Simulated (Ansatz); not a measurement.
```yaml
crystal:
  periodic: [false, false, false]
  atoms:
    - {symbol: O, position_ang: [-0.683408, 0.579206, -0.818711]}
    - {symbol: C, position_ang: [-0.194740, -0.131654, 0.261554]}
    - {symbol: O, position_ang: [1.162280, -0.029584, 0.405464]}
    - {symbol: Cl, position_ang: [-0.712696, -1.827413, -0.012464]}
    - {symbol: H, position_ang: [-0.447011, 1.503753, -0.680540]}
    - {symbol: H, position_ang: [-0.636513, 0.171471, 1.212447]}
    - {symbol: H, position_ang: [1.573288, -0.333780, -0.413448]}
basis:
  gaussian: {orbitals: cc-pVTZ}
magnetization: {spin_polarized: true, initial_magnetization: 1}
hamiltonian: {xc: {name: HSE06}, dispersion: d4}
accuracy: high
output: {forces: true}
```

```sh
$ ansatz run in.yaml --threads 2 --pin off --events-out ev --progress --plain --max-ram 4352MiB
```

**Question.** How does Ansatz answer? (Estimate.)

**Answer.** Computed: The input was rejected before any iteration.
```
Error: a molecule whose nuclei and cores have a total charge of 42 cannot have a net charge of 0 together with 1 unpaired electrons
```

HSE06 is defined as in plane-wave codes.
